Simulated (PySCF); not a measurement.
# SO₃⁻: from structure and modes to constants

These are results of UB3LYP in PySCF with S def2-SVPD, O def2-SVPD; no relativity; density-fitted integrals, not measurements.

The doublet minimum has C3v symmetry. Masses (u): S 31.97207, O 15.99492.

```xyz
4
charge -1 multiplicity 2, angstrom
S     0.0000    0.0000   -0.2340
O     1.4668    0.0000    0.1559
O    -0.7334    1.2703    0.1559
O    -0.7334   -1.2703    0.1559
```

Harmonic wavenumbers (cm⁻¹): 435.7 (e, ×2), 535.9 (a1, ×1), 912.5 (a1, ×1), 1062.4 (e, ×2).

(1) What is the harmonic zero-point energy?

(2) Find the vibrational entropy and heat capacity at 298.15 K.

Answers

(1) Half the sum of all 6 wavenumbers, 4445/2 = 2222 cm⁻¹, which is 26.6 kJ/mol (1 cm⁻¹ = 0.0119627 kJ/mol).

(2) With u = 1.43878 ω/T, each mode gives S = R[u/(eᵘ−1) − ln(1−e⁻ᵘ)] and C = R u² eᵘ/(eᵘ−1)².
| ω (cm⁻¹) | u | S (J/(mol K)) | C (J/(mol K)) |
| --- | --- | --- | --- |
| 435.7 (×2) | 2.103 | 3.52 | 5.83 |
| 535.9 | 2.586 | 2.40 | 4.90 |
| 912.5 | 4.403 | 0.56 | 2.02 |
| 1062.4 (×2) | 5.127 | 0.30 | 1.31 |
The sums over all modes are S = 10.6 and C = 21.2 J/(mol K); the softest mode gives 33 % of the entropy (each member, where degenerate).

Other isomers or separated fragments may lie lower. The lowest empty level of this anion is unbound, so it and the gap depend on the basis.
